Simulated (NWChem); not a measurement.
Program: NWChem. System: P, charge 0, spin multiplicity 4. Its SCF solution wasn't tested for a lower state.

Input file:

```
start mol
memory heap 100 mb stack 700 mb global 1900 mb
geometry units angstroms nocenter noautoz
  P      0.000000     0.000000     0.000000
  symmetry group D2h
end
basis spherical
  * library sto-3g
end
scf
  rohf
  nopen 3
  maxiter 100
  thresh 1e-7
  semidirect memsize 60000000 filesize 0
  # guess.movecs holds the orbitals of an unrestricted PBE0 run
  vectors input guess.movecs output mol.movecs
end
tce
  freeze core 5
  ccsd(t)
  2eorb
  2emet 13
  thresh 1e-6
  maxiter 100
  tilesize 24
end
task tce energy
```

The output up to the point where the run's verdict is printed (cleaned and shortened):

```
             Northwest Computational Chemistry Package (NWChem) 7.3.0
             --------------------------------------------------------

                                NWChem Input Module
                                -------------------

 Scaling coordinates for geometry "geometry" by  1.889725989
 (inverse scale =  0.529177249)

                             Geometry "geometry" -> ""
                             -------------------------

 Output coordinates in angstroms (scale by  1.889725989 to convert to a.u.)

  No.       Tag          Charge          X              Y              Z
 ---- ---------------- ---------- -------------- -------------- --------------
    1 P                   15.0000     0.00000000     0.00000000     0.00000000

 Effective nuclear repulsion energy (a.u.)       0.0000000000

            Nuclear Dipole moment (a.u.)
            ----------------------------
        X                 Y               Z
 ---------------- ---------------- ----------------
     0.0000000000     0.0000000000     0.0000000000

      Symmetry information
      --------------------

 Group name             D2h
 Group number             26
 Group order               8
 No. of unique centers     1

      Symmetry unique atoms

     1


 Summary of "ao basis" -> "" (spherical)
 ------------------------------------------------------------------------------
       Tag                 Description            Shells   Functions and Types
 ---------------- ------------------------------  ------  ---------------------
 *                           sto-3g                   on all atoms

 Summary of "ao basis" -> "ao basis" (spherical)
 ------------------------------------------------------------------------------
       Tag                 Description            Shells   Functions and Types
 ---------------- ------------------------------  ------  ---------------------
 P                           sto-3g                  5        9   3s2p

                                 NWChem SCF Module
                                 -----------------

  ao basis        = "ao basis"
  functions       =     9
  atoms           =     1
  closed shells   =     6
  open shells     =     3
  charge          =   0.00
  wavefunction    = ROHF
  use symmetry    = T
  symmetry adapt  = T

 Summary of "ao basis" -> "ao basis" (spherical)
 ------------------------------------------------------------------------------
       Tag                 Description            Shells   Functions and Types
 ---------------- ------------------------------  ------  ---------------------
 P                           sto-3g                  5        9   3s2p

      Symmetry analysis of basis
      --------------------------

        ag          3
        au          0
        b1g         0
        b1u         2
        b2g         0
        b2u         2
        b3g         0
        b3u         2

 Forming initial guess at       0.0s

      Symmetry analysis of molecular orbitals - initial
      -------------------------------------------------

  Numbering of irreducible representations:

     1 ag          2 au          3 b1g         4 b1u         5 b2g
     6 b2u         7 b3g         8 b3u

  Orbital symmetries:

     1 ag          2 ag          3 b1u         4 b3u         5 b2u
     6 ag          7 b3u         8 b1u         9 b2u

 Starting SCF solution at       0.0s

 ----------------------------------------------
         Quadratically convergent ROHF

 Convergence threshold     :          1.000E-07
 Maximum no. of iterations :          100
 Final Fock-matrix accuracy:          1.000E-09
 ----------------------------------------------

              iter       energy          gnorm     gmax       time
             ----- ------------------- --------- --------- --------
                 1     -336.8678865344  1.29D-01  7.47D-02      0.0
```

The run crashed. NWChem stopped with the message: rohf_hessv_xx: pflg invalid.
